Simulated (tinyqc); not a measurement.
Worked calculation: Hueckel theory of the pi electrons with the omega technique, for the molecule C=CC=C[CH2+] (SMILES; centres numbered as the heavy atoms are written). One step of it, computed by the program tinyqc.

Question. Omega technique, round 1. h_r = h_r(0) + omega q_r, omega = 0.6, with q_r = z_r - P_rr; 0.7 of the old diagonal is kept.

Hueckel matrix in units of beta (H = alpha + beta A):
```
,1C,2C,3C,4C,5C
1C,0.000000,1.000000,0.000000,0.000000,0.000000
2C,1.000000,0.000000,1.000000,0.000000,0.000000
3C,0.000000,1.000000,0.000000,1.000000,0.000000
4C,0.000000,0.000000,1.000000,0.000000,1.000000
5C,0.000000,0.000000,0.000000,1.000000,0.000000
```

charge and bond-order matrix P:
```
,1C,2C,3C,4C,5C
1C,0.666667,0.788675,0.333333,-0.211325,-0.333333
2C,0.788675,1.000000,0.577350,0.000000,-0.211325
3C,0.333333,0.577350,0.666667,0.577350,0.333333
4C,-0.211325,0.000000,0.577350,1.000000,0.788675
5C,-0.333333,-0.211325,0.333333,0.788675,0.666667
```

Centres:
```
centre,"z_r, pi electrons of the neutral centre",h
1C,1,0.000000
2C,1,0.000000
3C,1,0.000000
4C,1,0.000000
5C,1,0.000000
```

Give: matrix after round 1.

Answer.

matrix after round 1:
```
,1C,2C,3C,4C,5C
1C,0.0600,1.0000,0.0000,0.0000,0.0000
2C,1.0000,0.0000,1.0000,0.0000,0.0000
3C,0.0000,1.0000,0.0600,1.0000,0.0000
4C,0.0000,0.0000,1.0000,0.0000,1.0000
5C,0.0000,0.0000,0.0000,1.0000,0.0600
```
